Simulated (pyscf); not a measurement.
F–CH₂–F + silyl (SiH₃•) -> hydrogen fluoride (HF) + F–CH•–SiH₃, a concerted two-bond exchange (doublet surface; C–F, C–H broken, F–H, C–Si formed). Optimised with ωB97X-D3(BJ)/def2-SVP in PySCF. Energies in kcal/mol from the separated reactants.

Small-basis levels: PySCF, no dispersion term, spherical d functions. AM1 to PM7: differences of heats of formation from MOPAC. GFN2-xTB: tblite. Open shells are spin-unrestricted. 

```tsv
level	barrier	reaction energy
HF/3-21G	66.4	+15.6
HF/6-31G*	73.8	+9.6
BP86/6-31G*	42.8	+12.9
PBE/6-31G*	41.6	+13.9
B3LYP/3-21G	46.2	+21.3
M06-2X/6-31G*	54.2	+13.0
PBE/def2-SVP	39.9	+8.7
B3LYP/def2-SVP	47.8	+7.6
GFN2-xTB	29.7	+17.6
AM1	69.1	-10.8
PM3	52.5	-18.7
PM6	35.0	-30.4
ωB97M-D3(BJ)/def2-TZVP	44.1	-0.8
```

Against the last row the barrier runs from -14.4 (GFN2-xTB) to +29.7 kcal/mol (HF/6-31G*). ωB97M-D3(BJ)/def2-TZVP has limits of its own. This is the saddle that the search found; another between the same sides may lie lower.
